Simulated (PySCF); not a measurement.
Species: CH6AlN.
SMILES: `C[NH][AlH2]`

Computed with PBE0-D3(BJ)/def2-SVP geometry optimisation, gas phase in PySCF.

Take the most abundant isotopes and a rigid rotor. 

Give the principal moments of inertia and the rotational constants in cm⁻¹.

Ia = 13.93, Ib = 99.85, Ic = 110.60 u·Å²; 505379 MHz·u·Å²/I gives 36275, 5061 and 4570 MHz, that is A = 1.21000, B = 0.16882, C = 0.15243 cm⁻¹.

Classify the top.

A near-prolate asymmetric top: κ = (2 × 5061 − 36275 − 4570)/(36275 − 4570) = -0.97.

What does the inertial defect say?

Not planar: Δ = Ic − Ia − Ib = -3.19 u·Å². For a rigid frame Δ = −2 Σ m c², so Σ m c² = 1.60 u·Å² lies off the ab plane, practically all of it from hydrogen. The atom farthest from that plane is 0.91 Å away.

Give the other two planar moments, Paa and Pbb, and the rms extents of the mass along the axes.

Paa = Σ m a² = (Ib + Ic − Ia)/2 = 98.26 and Pbb = Σ m b² = (Ia + Ic − Ib)/2 = 12.34 u·Å². With the mass M = 59.03 u, the rms extents √(P/M) along a, b and c are 1.29, 0.46, 0.16 Å.

Give the coordinates in the principal-axis frame, origin at the centre of mass.

The sense of each axis is arbitrary; atoms in the order of the calculation.
| atom | mass (u) | a (Å) | b (Å) | c (Å) |
| --- | --- | --- | --- | --- |
| C1 | 12.000 | -1.746 | -0.266 | -0.001 |
| N2 | 14.003 | -0.512 | 0.485 | 0.001 |
| Al3 | 26.982 | 1.163 | -0.108 | 0.000 |
| H4 | 1.008 | -2.349 | -0.098 | -0.913 |
| H5 | 1.008 | -2.391 | -0.027 | 0.864 |
| H6 | 1.008 | -1.533 | -1.345 | 0.048 |
| H7 | 1.008 | -0.677 | 1.488 | 0.002 |
| H8 | 1.008 | 2.318 | 0.982 | -0.006 |
| H9 | 1.008 | 1.390 | -1.680 | 0.008 |

Where do the levels up to J = 3 lie, in MHz?

Above 0(0,0):
J = 1: 1(0,1) 9631, 1(1,1) 40844, 1(1,0) 41336
J = 2: 2(0,2) 28887, 2(1,2) 59615, 2(1,1) 61089, 2(2,1) 154730, 2(2,0) 154736
J = 3: 3(0,3) 57756, 3(1,3) 87766, 3(1,2) 90715, 3(2,2) 183623, 3(2,1) 183651, 3(3,1) 340923, 3(3,0) 340923
Those of J = 1 are B + C, A + C and A + B.

Predict some low-J microwave lines.

The dipole components are |μa| = 1.25 D, |μb| = 0.58 D, |μc| = 0.00 D. The squared components, which scale the intensities, stand as 1.00 : 0.22 : 0.00 (a : b : c). Some lines, for components of 0.1 D or more:

| type | branch | J(Ka,Kc) | MHz | lower level (cm⁻¹) |
| --- | --- | --- | --- | --- |
| a | Q | 1(1,0) ← 1(1,1) | 492 | 1.362 |
| a | Q | 2(1,1) ← 2(1,2) | 1475 | 1.989 |
| a | Q | 3(1,2) ← 3(1,3) | 2949 | 2.928 |
| a | R | 1(0,1) ← 0(0,0) | 9631 | 0.000 |
| a | R | 2(0,2) ← 1(0,1) | 19256 | 0.321 |
| a | R | 3(1,3) ← 2(1,2) | 28152 | 1.989 |
| a | R | 3(0,3) ← 2(0,2) | 28869 | 0.964 |
| a | R | 3(1,2) ← 2(1,1) | 29626 | 2.038 |
| b | Q | 1(1,0) ← 1(0,1) | 31705 | 0.321 |
| b | Q | 2(1,1) ← 2(0,2) | 32203 | 0.964 |
| b | R | 2(1,2) ← 1(0,1) | 49984 | 0.321 |
| b | Q | 3(2,1) ← 3(1,2) | 92936 | 3.026 |
| b | Q | 2(2,1) ← 2(1,2) | 95116 | 1.989 |
| b | R | 2(2,0) ← 1(1,1) | 113891 | 1.362 |
| b | Q | 3(3,0) ← 3(2,1) | 157272 | 6.126 |

PBE0-D3(BJ)/def2-SVP frequencies: not computed here. Constants of a rigid frame at the computed geometry: no zero-point averaging, no centrifugal distortion. A rigid rotor knows nothing of internal rotation, which can split or shift real lines. Quadrupole hyperfine structure (14N, 27Al) is left out.

The run took 12 s on one thread of an Arm Neoverse V1, no GPU, shared host. That covers the optimisation of the geometry.
